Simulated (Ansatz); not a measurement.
# CHAlSi (singlet): wave-function methods side by side at a displaced geometry (v2), cc-pVDZ

The task here is to estimate one member of a computed series from the others.

Computed with Ansatz 0.2.0, Gaussian basis. Level: cc-pVDZ, core rule «outside noble gas», up to 11 orbitals frozen.

The runs, in order: UHF; CCSD(T) on UHF; BCCD(T) on RHF; CISD; CASSCF and MRCISD+Q, 8 electrons in 8 orbitals; CASSCF and NEVPT2, 8 electrons in 8 orbitals.

29 further runs of the same task are left out: 23 that didn't finish, 6 set aside as unsound or not needed.

**What is computed**

The geometry is a PBE0/def2-TZVP stationary point (not a proven minimum) with its atoms shifted at random (size 0.100 Å).

4 atoms, charge 0, spin multiplicity 1.

Atoms are counted from 1 here; the program's logs count them from 0.

Bond lengths: C1–Al2 1.918 Å, Al2–Si3 2.183 Å, Si3–H4 1.504 Å. Angles: C1–Al2–Si3 173.0°, Al2–Si3–H4 178.3°.

Coordinates:

```xyz
4
CHAlSi
C     0.0646    0.0237   -2.8986
Al   -0.1003    0.0321   -0.9882
Si   -0.0237   -0.0003    1.1929
H     0.0594   -0.0556    2.6938
```

The first run:

File in.yaml:

```yaml
crystal:
  periodic: [false, false, false]
  atoms:
    - {symbol: C, position_ang: [0.064568, 0.023749, -2.898584]}
    - {symbol: Al, position_ang: [-0.100306, 0.032123, -0.988190]}
    - {symbol: Si, position_ang: [-0.023685, -0.000301, 1.192930]}
    - {symbol: H, position_ang: [0.059423, -0.055571, 2.693844]}
basis:
  gaussian: {orbitals: cc-pVDZ}
magnetization: {spin_polarized: true, initial_magnetization: 0}
hamiltonian: {xc: hf}
output: {orbitals: {seedname: orbitals}}
```

On the command line:

```console
ansatz run in.yaml --threads 1 --pin off --events-out ev --progress --plain --max-ram 2393MiB
```

Steps of the session up to this table: UHF; CCSD(T) on UHF; BCCD(T) on RHF; CISD; CASSCF and MRCISD+Q, 8 electrons in 8 orbitals; CASSCF and NEVPT2, 8 electrons in 8 orbitals.

One table of the session follows, with a row left open; its other results are not shown here.

It belongs to the step «Misses and costs». 

```
           method  from UCCSD(T) (meV)
              UHF              +6882.4
             UMP2              +1966.7
            UCCSD               +360.4
         UCCSD(T)                    0
          BCCD(T)               -167.5
  CASSCF frontier                    ?
  NEVPT2 frontier              +1124.9
  MRCISD frontier               +497.3
MRCISD+Q frontier               -200.9
```

Estimate the missing values for CASSCF frontier.

As computed: from UCCSD(T) (meV): +5898.2. In the column «from UCCSD(T) (meV)» it lies between UMP2 (+1966.7) and UHF (+6882.4).

Not comparable, so not listed: CISD (they don't share determinant, frozen orbitals or solution with the rows shown, or repeat one).

The program flags UCCSD(T), BCCD(T) as in doubt (see the logs), so the zero of the table is itself unsure.

Limits of these values: The determinant is far from a pure spin state, so its energy mixes those of several spin states (harmless only where they are near-degenerate, as at dissociation). The program flags UCCSD(T), BCCD(T) as in doubt, so the zero of the table is itself unsure. Warnings: restricted reference is unstable; spin contamination.
